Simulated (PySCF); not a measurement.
# CF⁺: changing the method

What do other methods print for CF⁺?

Program: PySCF 2.14.0. Level of theory: method and basis as typed in the scripts. These are calculated values, not measurements.

## Step 1: Where the work starts

CF⁺: 2 atoms, charge 1, spin multiplicity 1.

Bond lengths: C1–F2 1.154 Å.

## Step 2: The base run

input.py reads:

```python
from pyscf import gto, scf, mcscf

mol = gto.M(
    atom='C 0 0 0; F 0 0 1.154',
    basis='cc-pcvdz',
    charge=1,
    spin=0,
    verbose=4,
)
mf = scf.RHF(mol)
mf.kernel()
mc = mcscf.CASSCF(mf, 6, 4)
mc.kernel()
mc.analyze()
mf.dip_moment()
print('orbital energies (hartree):', mf.mo_energy[..., max(0, mol.nelec[1]-3):mol.nelec[0]+3].round(4))
```

Run with:

```bash
$ OMP_NUM_THREADS=1 python input.py
```

## Step 3: Frequency run

Edit 1 changes step after the SCF: casscf → frequency.

input.py, as its differences from that of step 2:

```diff
@@ -1,2 +1,3 @@
-from pyscf import gto, scf, mcscf
+from pyscf import gto, scf
+from pyscf.hessian import thermo
 
@@ -11,5 +12,4 @@
 mf.kernel()
-mc = mcscf.CASSCF(mf, 6, 4)
-mc.kernel()
-mc.analyze()
+hess = mf.Hessian().kernel()
+print('wavenumber (cm^-1) =', thermo.harmonic_analysis(mol, hess)['freq_wavenumber'].round(1))
 mf.dip_moment()
```

## Step 4: Population analysis

Edit 2 changes step after the SCF: casscf → analyze.

input.py reads:

```python
from pyscf import gto, scf

mol = gto.M(
    atom='C 0 0 0; F 0 0 1.154',
    basis='cc-pcvdz',
    charge=1,
    spin=0,
    verbose=4,
)
mf = scf.RHF(mol)
mf.kernel()
mf.analyze()
print('orbital energies (hartree):', mf.mo_energy[..., max(0, mol.nelec[1]-3):mol.nelec[0]+3].round(4))
```

## Step 5: Revpbe (RKS)

Edit 3 changes functional: none (Hartree–Fock) → revpbe; SCF type: RHF → RKS; step after the SCF: casscf → analyze.

input.py reads:

```python
from pyscf import gto, dft

mol = gto.M(
    atom='C 0 0 0; F 0 0 1.154',
    basis='cc-pcvdz',
    charge=1,
    spin=0,
    verbose=4,
)
mf = dft.RKS(mol, xc='revpbe')
mf.kernel()
mf.analyze()
print('orbital energies (hartree):', mf.mo_energy[..., max(0, mol.nelec[1]-3):mol.nelec[0]+3].round(4))
```

## Step 6: Scan (RKS)

Edit 4 changes functional: none (Hartree–Fock) → scan; SCF type: RHF → RKS; step after the SCF: casscf → analyze.

input.py reads:

```python
from pyscf import gto, dft

mol = gto.M(
    atom='C 0 0 0; F 0 0 1.154',
    basis='cc-pcvdz',
    charge=1,
    spin=0,
    verbose=4,
)
mf = dft.RKS(mol, xc='scan')
mf.kernel()
mf.analyze()
print('orbital energies (hartree):', mf.mo_energy[..., max(0, mol.nelec[1]-3):mol.nelec[0]+3].round(4))
```

## Step 7: Mn15 (RKS)

Edit 5 changes functional: none (Hartree–Fock) → mn15; SCF type: RHF → RKS; step after the SCF: casscf → analyze.

input.py reads:

```python
from pyscf import gto, dft

mol = gto.M(
    atom='C 0 0 0; F 0 0 1.154',
    basis='cc-pcvdz',
    charge=1,
    spin=0,
    verbose=4,
)
mf = dft.RKS(mol, xc='mn15')
mf.kernel()
mf.analyze()
print('orbital energies (hartree):', mf.mo_energy[..., max(0, mol.nelec[1]-3):mol.nelec[0]+3].round(4))
```

Before running it: what results should come out? Wanted: for each run, E(SCF); from base; gap; after the SCF.

The runs gave:

```csv
run,E(SCF) (hartree),from base (eV),cycles,gap (eV),after the SCF
base,-136.853410,0,9,19.07,CASSCF correlation -1.773 eV
frequency run,-136.853410,0.0000,9,19.07,highest mode 1825 cm⁻¹
population analysis,-136.853410,0.0000,9,19.07,n/a
revpbe (RKS),-137.412614,not comparable,8,6.27,n/a
scan (RKS),-137.398548,not comparable,8,6.99,n/a
mn15 (RKS),-137.331892,not comparable,8,11.25,n/a
```

What this shows: The gap between the frontier levels is 6.3 eV with revpbe (0 % exact exchange) and 11.3 eV with mn15 (44 %): exact exchange opens it. A lower total energy from another functional means nothing by itself.
